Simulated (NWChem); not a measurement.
# UCCSD(T)/cc-pVTZ run of PH2 (SMILES [PH2]), part 2 of 2

NWChem 7.3.0. The steps go on from the part before.

## Step 3: The distorted shape at the same level

The input, geom.nw:

```
start geom
memory stack 880 mb heap 220 mb global 1100 mb
geometry units angstrom noautosym nocenter noautoz
  P      1.019026    -1.942362     0.355960
  H      0.114640     1.051490     0.176750
  H     -0.147074    -2.375112    -0.337220
end
basis spherical bse
  * library cc-pVTZ
end
scf
  nopen 1
  uhf
  thresh 1e-08
  maxiter 80
  noprint "final vectors analysis"
end
tce
  scf
  ccsd(t)
  freeze core 5
  maxiter 60
end
task tce energy
```

Run with:

```console
$ nwchem geom.nw > geom.out
```

What it wrote:

```text
Northwest Computational Chemistry Package (NWChem) 7.3.0
             --------------------------------------------------------

           Job information
           ---------------

    nwchem branch   = 7.3.0
    use scalapack   = T
    input           = geom.nw
    prefix          = geom.
    data base       = ./geom.db
    status          = startup
    nproc           =        1

           Memory information
           ------------------

    heap     =     28835838 doubles =      220.0 Mbytes
    stack    =    115343355 doubles =      880.0 Mbytes
    global   =    144179200 doubles =     1100.0 Mbytes (distinct from heap & stack)
    total    =    288358393 doubles =     2200.0 Mbytes
    verify   = yes
    hardfail = no

           Directory information
           ---------------------

  0 permanent = .
  0 scratch   = .

                                NWChem Input Module
                                -------------------

 Scaling coordinates for geometry "geometry" by  1.889725989
 (inverse scale =  0.529177249)

                             Geometry "geometry" -> ""
                             -------------------------

 Output coordinates in angstroms (scale by  1.889725989 to convert to a.u.)

  No.       Tag          Charge          X              Y              Z
 ---- ---------------- ---------- -------------- -------------- --------------
    1 P                   15.0000     1.01902600    -1.94236200     0.35596000
    2 H                    1.0000     0.11464000     1.05149000     0.17675000
    3 H                    1.0000    -0.14707400    -2.37511200    -0.33722000

      Atomic Mass
      -----------

      P                 30.973760
      H                  1.007825

 Effective nuclear repulsion energy (a.u.)       8.2606736191

            Nuclear Dipole moment (a.u.)
            ----------------------------
        X                 Y               Z
 ---------------- ---------------- ----------------
    28.8239073559   -57.5592621519     9.7867586140

            XYZ format geometry
            -------------------
     3
 geometry
 P                     1.01902600    -1.94236200     0.35596000
 H                     0.11464000     1.05149000     0.17675000
 H                    -0.14707400    -2.37511200    -0.33722000

 ==============================================================================
                                internuclear distances
 ------------------------------------------------------------------------------
       center one      |      center two      | atomic units |  angstroms
 ------------------------------------------------------------------------------
    3 H                |   1 P                |     2.69083  |     1.42392
 ------------------------------------------------------------------------------
                         number of included internuclear distances:          1
 ==============================================================================

 Summary of "ao basis" -> "" (spherical)
 ------------------------------------------------------------------------------
       Tag                 Description            Shells   Functions and Types
 ---------------- ------------------------------  ------  ---------------------
 *                          cc-pVTZ                   on all atoms

                      Basis "ao basis" -> "ao basis" (spherical)
                      -----
  [basis functions not shown]

 Summary of "ao basis" -> "ao basis" (spherical)
 ------------------------------------------------------------------------------
       Tag                 Description            Shells   Functions and Types
 ---------------- ------------------------------  ------  ---------------------
 P                          cc-pVTZ                 12       34   5s4p2d1f
 H                          cc-pVTZ                  6       14   3s2p1d

                                 NWChem SCF Module
                                 -----------------

  ao basis        = "ao basis"
  functions       =    62
  atoms           =     3
  alpha electrons =     9
  beta  electrons =     8
  charge          =   0.00
  wavefunction    = UHF
  input vectors   = atomic
  output vectors  = ./geom.movecs
  use symmetry    = F
  symmetry adapt  = F

 Summary of "ao basis" -> "ao basis" (spherical)
 ------------------------------------------------------------------------------
       Tag                 Description            Shells   Functions and Types
 ---------------- ------------------------------  ------  ---------------------
 P                          cc-pVTZ                 12       34   5s4p2d1f
 H                          cc-pVTZ                  6       14   3s2p1d

 Forming initial guess at       0.0s

      Superposition of Atomic Density Guess
      -------------------------------------

 Sum of atomic energies:        -341.65703071

      Non-variational initial energy
      ------------------------------

 Total energy =    -341.370009
 1-e energy   =    -488.688709
 2-e energy   =     139.058027
 HOMO         =      -0.180345
 LUMO         =      -0.144916

 Starting SCF solution at       0.3s

 ----------------------------------------------
         Quadratically convergent UHF

 Convergence threshold     :          1.000E-08
 Maximum no. of iterations :           80
 Integral*density screening:          1.000E-10
 ----------------------------------------------

              iter       energy          gnorm     gmax       time
             ----- ------------------- --------- --------- --------
                 1     -341.6681379697  2.76D-01  1.02D-01      0.7
                 2     -341.6861678982  1.30D-01  6.71D-02      1.0
  ga_iter_lsolve: convergence stagnant ... aborting solve

 Disabled NR: increased maxiter to  90

                 3     -341.6923114870  9.86D-02  5.59D-02      2.0
                 4     -341.7308756299  2.81D-01  1.22D-01      4.0
                 5     -341.7358730342  3.26D-01  9.20D-02      5.7
                 6     -341.7921309204  1.23D-01  3.71D-02      6.3
                 7     -341.7967380279  5.54D-02  2.48D-02      7.0
                 8     -341.7982414460  1.84D-02  4.36D-03      7.7
                 9     -341.7983368745  8.39D-03  3.37D-03      8.3
                10     -341.7983665031  4.88D-03  1.27D-03      9.0
                11     -341.7983744668  1.87D-03  5.86D-04      9.7
                12     -341.7983750463  6.82D-04  1.99D-04     10.3
                13     -341.7983750829  9.93D-05  2.65D-05     10.7
                14     -341.7983750872  5.53D-05  1.27D-05     11.3
                15     -341.7983750879  2.09D-05  4.06D-06     12.0
                16     -341.7983750880  8.94D-06  2.43D-06     12.7
                17     -341.7983750880  3.36D-06  9.09D-07     13.3
                18     -341.7983750880  8.30D-07  1.87D-07     14.0
                19     -341.7983750880  2.18D-07  4.80D-08     14.7
                20     -341.7983750880  5.57D-08  1.45D-08     15.3
                21     -341.7983750880  2.95D-08  7.34D-09     16.0
                22     -341.7983750880  1.42D-08  3.21D-09     16.7
                23     -341.7983750880  4.81D-09  9.86D-10     17.3

       Final UHF  results
       ------------------

         Total SCF energy =   -341.798375087996
      One electron energy =   -489.070488512845
      Two electron energy =    139.011439805789
 Nuclear repulsion energy =      8.260673619060

                       Sz =      0.5000
                 Sz(Sz+1) =      0.7500
                      S^2 =      1.7463

        Time for solution =     17.0s

          Final alpha eigenvalues
          -----------------------

              1
    1  -79.9702
    2   -7.5129
    3   -5.4145
    4   -5.4143
    5   -5.3989
    6   -0.8505
    7   -0.4751
    8   -0.3863
    9   -0.3859
   10    0.0598
   11    0.1470
   12    0.2861
   13    0.3866
   14    0.3905
   15    0.3973
   16    0.4022
   17    0.4055
   18    0.4066
   19    0.4356

          Final beta eigenvalues
          ----------------------

              1
    1  -79.9567
    2   -7.4973
    3   -5.3925
    4   -5.3778
    5   -5.3777
    6   -0.7041
    7   -0.4985
    8   -0.4345
    9    0.0477
   10    0.0529
   11    0.1677
   12    0.3059
   13    0.3715
   14    0.4371
   15    0.4678
   16    0.4691
   17    0.4723
   18    0.4846
   19    0.5133

 center of mass
 --------------
 x =   1.80614860 y =  -3.52267686 z =   0.62230288

 moments of inertia (a.u.)
 ------------------
          33.972482355703           7.345467215511          -3.293850552758
           7.345467215511           9.127452995925           0.605703759613
          -3.293850552758           0.605703759613          39.577483716023

  Mulliken analysis of the total density
  --------------------------------------

    Atom       Charge   Shell Charges
 -----------   ------   -------------------------------------------------------
    1 P   15    15.02   2.00  1.91  0.16  1.12  0.67  5.75  0.53  1.74  1.06  0.03  0.05  0.01
    2 H    1     1.00   0.17  0.49  0.34  0.00  0.00  0.00
    3 H    1     0.97   0.24  0.53  0.18  0.01  0.02  0.00

  Mulliken analysis of the alpha density
  --------------------------------------

    Atom       Charge   Shell Charges
 -----------   ------   -------------------------------------------------------
    1 P   15     8.54   1.00  0.96  0.08  0.59  0.34  2.88  0.35  1.42  0.89  0.01  0.03  0.00
    2 H    1     0.01   0.00  0.00  0.01  0.00  0.00  0.00
    3 H    1     0.45   0.11  0.24  0.08  0.00  0.01  0.00

   Mulliken analysis of the beta density
   -------------------------------------

    Atom       Charge   Shell Charges
 -----------   ------   -------------------------------------------------------
    1 P   15     6.48   1.00  0.95  0.09  0.54  0.33  2.87  0.18  0.33  0.17  0.01  0.02  0.00
    2 H    1     1.00   0.17  0.49  0.33  0.00  0.00  0.00
    3 H    1     0.52   0.12  0.29  0.10  0.00  0.01  0.00

   Mulliken analysis of the spin density
   -------------------------------------

    Atom       Charge   Shell Charges
 -----------   ------   -------------------------------------------------------
    1 P   15     2.06   0.00  0.00 -0.01  0.05  0.02  0.01  0.16  1.09  0.72  0.00  0.02 -0.00
    2 H    1    -0.99  -0.17 -0.49 -0.33  0.00  0.00  0.00
    3 H    1    -0.07  -0.01 -0.05 -0.02  0.00  0.01  0.00

       Multipole analysis of the density wrt the origin
       ------------------------------------------------

     L   x y z        total         alpha         beta         nuclear
     -   - - -        -----         -----         ----         -------
     0   0 0 0      0.000000     -9.000000     -8.000000     17.000000

     1   1 0 0     -0.167204    -16.173759    -12.817352     28.823907
     1   0 1 0     -0.085972     33.414071     24.059218    -57.559262
     1   0 0 1     -0.101968     -5.371423     -4.517304      9.786759

     2   2 0 0    -12.170017    -38.111216    -29.806625     55.747824
     2   1 1 0      0.543813     59.699402     45.190556   -104.346144
     2   1 0 1     -0.240207    -10.280913     -9.638880     19.679587
     2   0 2 0    -11.034290   -132.334016   -104.885561    226.185287
     2   0 1 1      0.365801     19.717051     14.160552    -33.511801
     2   0 0 2    -11.725065    -11.558958     -7.470971      7.304865

                   NWChem Extensible Many-Electron Theory Module
                   ---------------------------------------------

              ======================================================
                   This portion of the program was automatically
                  generated by a Tensor Contraction Engine (TCE).
                  The development of this portion of the program
                 and TCE was supported by US Department of Energy,
                Office of Science, Office of Basic Energy Science.
                      TCE is a product of Battelle and PNNL.
              ======================================================

            General Information
            -------------------
      Number of processors :     1
         Wavefunction type : Unrestricted Hartree-Fock
          No. of electrons :    17
           Alpha electrons :     9
            Beta electrons :     8
           No. of orbitals :   124
            Alpha orbitals :    62
             Beta orbitals :    62
        Alpha frozen cores :     5
         Beta frozen cores :     5
     Alpha frozen virtuals :     0
      Beta frozen virtuals :     0
         Spin multiplicity : doublet
    Number of AO functions :    62
       Number of AO shells :    24
        Use of symmetry is : off
      Symmetry adaption is : off
         Schwarz screening : 0.10D-09

          Correlation Information
          -----------------------
          Calculation type : Coupled-cluster singles & doubles w/ perturbation
   Perturbative correction : (T)
            Max iterations :       60
        Residual threshold : 0.10D-06
     T(0) DIIS level shift : 0.00D+00
     L(0) DIIS level shift : 0.00D+00
     T(1) DIIS level shift : 0.00D+00
     L(1) DIIS level shift : 0.00D+00
     T(R) DIIS level shift : 0.00D+00
     T(I) DIIS level shift : 0.00D+00
   CC-T/L Amplitude update :  5-th order DIIS
                I/O scheme : Global Array Library
        L-threshold :  0.10D-06
        EOM-threshold :  0.10D-06
 no EOMCCSD initial starts read in
 TCE RESTART OPTIONS
 READ_INT:   F
 WRITE_INT:  F
 READ_TA:    F
 WRITE_TA:   F
 READ_XA:    F
 WRITE_XA:   F
 READ_IN3:   F
 WRITE_IN3:  F
 SLICE:      F
 D4D5:       F
 quantumc:   F
 qrotation:  F
 pwtce:      F
 qducc:      F
 nacto:                         0
 nrotv:                         0
 nrot:                          0

            Memory Information
            ------------------
          Available GA space size is     144171512 doubles
          Available MA space size is     144175436 doubles

 Maximum block size        24 doubles

 tile_dim =     18

 Block   Spin    Irrep     Size     Offset   Alpha
 -------------------------------------------------
   1    alpha     a      4 doubles       0       1
   2    beta      a      3 doubles       4       2
   3    alpha     a     17 doubles       7       3
   4    alpha     a     18 doubles      24       4
   5    alpha     a     18 doubles      42       5
   6    beta      a     18 doubles      60       6
   7    beta      a     18 doubles      78       7
   8    beta      a     18 doubles      96       8

 Global array virtual files algorithm will be used

 Parallel file system coherency ......... OK

 Fock matrix recomputed
 1-e file size   =             6498
 1-e file name   = ./geom.f1

 tce_ao2e: fast2e=1
 half-transformed integrals in memory

 2-e (intermediate) file size =        28695460
 2-e (intermediate) file name = ./geom.v2i

 tce_mo2e: fast2e=1
 2-e integrals stored in memory

 2-e file size   =         19443427
 2-e file name   = ./geom.v2
 T1-number-of-tasks                    6

 t1 file size   =              374
 t1 file name   = ./geom.t1
 t1 file handle =       -998
 T2-number-of-boxes                   21

 t2 file size   =            81808
 t2 file name   = ./geom.t2
 t2 file handle =       -995
CCSD iterations
 ---------------------------------------------------------
 Iter          Residuum       Correlation     Cpu    Wall
 ---------------------------------------------------------
NEW TASK SCHEDULING
CCSD_T1_NTS --- OK
CCSD_T2_NTS --- OK
    1   0.1021997930839  -0.1072818257360     0.1     0.1
    2   0.0316565785197  -0.1251525066575     0.1     0.1
    3   0.0132916484842  -0.1291661375532     0.1     0.1
    4   0.0070238386342  -0.1305076677936     0.1     0.1
    5   0.0046591431979  -0.1310487877887     0.1     0.1
 MICROCYCLE DIIS UPDATE:                    5                    5
    6   0.0031506685426  -0.1316194962232     0.1     0.1
    7   0.0028568970947  -0.1315933353629     0.1     0.1
    8   0.0026915415258  -0.1315993088712     0.1     0.1
    9   0.0025347597849  -0.1316082266364     0.1     0.1
   10   0.0023910290058  -0.1316179056317     0.1     0.1
 MICROCYCLE DIIS UPDATE:                   10                    5
   11   0.0006713074871  -0.1317822998624     0.1     0.1
   12   0.0005878634616  -0.1317885009464     0.1     0.1
   13   0.0005366413044  -0.1317868824593     0.1     0.1
   14   0.0004958565283  -0.1317853687450     0.1     0.1
   15   0.0004610136021  -0.1317845032286     0.1     0.1
 MICROCYCLE DIIS UPDATE:                   15                    5
   16   0.0001994976082  -0.1317852405787     0.1     0.1
   17   0.0001607055100  -0.1317865085896     0.1     0.1
   18   0.0001445764456  -0.1317873399571     0.1     0.1
   19   0.0001334125705  -0.1317879469256     0.1     0.1
   20   0.0001244745888  -0.1317884693852     0.1     0.1
 MICROCYCLE DIIS UPDATE:                   20                    5
   21   0.0000789115288  -0.1317924406080     0.1     0.1
   22   0.0000683517719  -0.1317931619535     0.1     0.1
   23   0.0000627834318  -0.1317933527490     0.1     0.1
   24   0.0000584327385  -0.1317934179310     0.1     0.1
   25   0.0000547827501  -0.1317934958491     0.1     0.1
 MICROCYCLE DIIS UPDATE:                   25                    5
   26   0.0000294213705  -0.1317942834527     0.1     0.1
   27   0.0000242180117  -0.1317949639126     0.1     0.1
   28   0.0000218722026  -0.1317951882688     0.1     0.1
   29   0.0000201888342  -0.1317953244295     0.1     0.1
   30   0.0000188254532  -0.1317954238320     0.1     0.1
 MICROCYCLE DIIS UPDATE:                   30                    5
   31   0.0000119752331  -0.1317959861828     0.1     0.1
   32   0.0000103361923  -0.1317961183873     0.1     0.1
   33   0.0000095158569  -0.1317961695059     0.1     0.1
   34   0.0000088707138  -0.1317961891664     0.1     0.1
   35   0.0000083251067  -0.1317962059436     0.1     0.1
 MICROCYCLE DIIS UPDATE:                   35                    5
   36   0.0000045236137  -0.1317963128328     0.1     0.1
   37   0.0000037422299  -0.1317964294957     0.1     0.1
   38   0.0000033764297  -0.1317964679182     0.1     0.1
   39   0.0000031115316  -0.1317964907198     0.1     0.1
   40   0.0000028978682  -0.1317965068562     0.1     0.1
 MICROCYCLE DIIS UPDATE:                   40                    5
   41   0.0000018378356  -0.1317965867660     0.1     0.1
   42   0.0000015786938  -0.1317966106680     0.1     0.1
   43   0.0000014554535  -0.1317966203853     0.1     0.1
   44   0.0000013585106  -0.1317966242098     0.1     0.1
   45   0.0000012760601  -0.1317966271808     0.1     0.1
 MICROCYCLE DIIS UPDATE:                   45                    5
   46   0.0000006964740  -0.1317966440725     0.1     0.1
   47   0.0000005783373  -0.1317966618759     0.1     0.1
   48   0.0000005208413  -0.1317966678922     0.1     0.1
   49   0.0000004789816  -0.1317966714651     0.1     0.1
   50   0.0000004454285  -0.1317966739807     0.1     0.1
 MICROCYCLE DIIS UPDATE:                   50                    5
   51   0.0000002809676  -0.1317966854593     0.1     0.1
   52   0.0000002402085  -0.1317966895531     0.1     0.1
   53   0.0000002217231  -0.1317966912416     0.1     0.1
   54   0.0000002071936  -0.1317966919170     0.1     0.1
   55   0.0000001947720  -0.1317966924176     0.1     0.1
 MICROCYCLE DIIS UPDATE:                   55                    5
   56   0.0000001063462  -0.1317966952611     0.1     0.1
   57   0.0000000886542  -0.1317966978623     0.1     0.1
 -----------------------------------------------------------------
 Iterations converged
 CCSD correlation energy / hartree =        -0.131796697862291
 CCSD total energy / hartree       =      -341.930171785858420

 Singles contributions

 Doubles contributions
 CCSD(T)
 Using plain CCSD(T) code
             total no. of tasks           56
 total no. of tasks / no. procs           56
                         wl_min       157464           7.3
                         wl_max       373248           8.5
        thresh for no. of tasks           56

 CCSD[T]  correction energy / hartree =        -0.004820378205772
 CCSD[T] correlation energy / hartree =        -0.136617076068063
 CCSD[T] total energy / hartree       =      -341.934992164064170
 CCSD(T)  correction energy / hartree =        -0.004710441801645
 CCSD(T) correlation energy / hartree =        -0.136507139663936
 CCSD(T) total energy / hartree       =      -341.934882227660069

 Task  times  cpu:       27.8s     wall:       27.8s
 Total times  cpu:       27.8s     wall:       27.8s
```

Run time: 29 s. Hardware: 1 thread of Intel Xeon 6975P-C (Granite Rapids), shared host; peak memory 0.46 GiB.

## Step 4: Outcome

This closing draws on all 2 parts.

At UCCSD(T)/cc-pVTZ, 5 core orbitals frozen:

```
                                                         quantity          value
                                        first shape: total energy  -342.05653 Eh
         first shape: correlation energy (5 core orbitals frozen)     -169.7 mEh
                                      first shape: (T) correction      -5.54 mEh
                   first shape: ⟨S²⟩ of the reference determinant          0.769
                                    distorted shape: total energy  -341.93488 Eh
     distorted shape: correlation energy (5 core orbitals frozen)     -136.5 mEh
                                  distorted shape: (T) correction      -4.71 mEh
               distorted shape: ⟨S²⟩ of the reference determinant          1.746
energy change with the P1–H2 bond stretched from 1.424 to 3.133 Å       3.310 eV
```

**Reading.** With the P1–H2 bond stretched from 1.424 to 3.133 Å the energy rises by 3.31 eV (319 kJ/mol). The first shape isn't relaxed at this level, so the change isn't measured from a minimum. The triples (first shape) make up 3.3 % of the correlation energy. ⟨S²⟩ (distorted shape) is 1.75 where a pure doublet has 0.75: the reference is spin-contaminated. The triples (distorted shape) make up 3.5 % of the correlation energy.
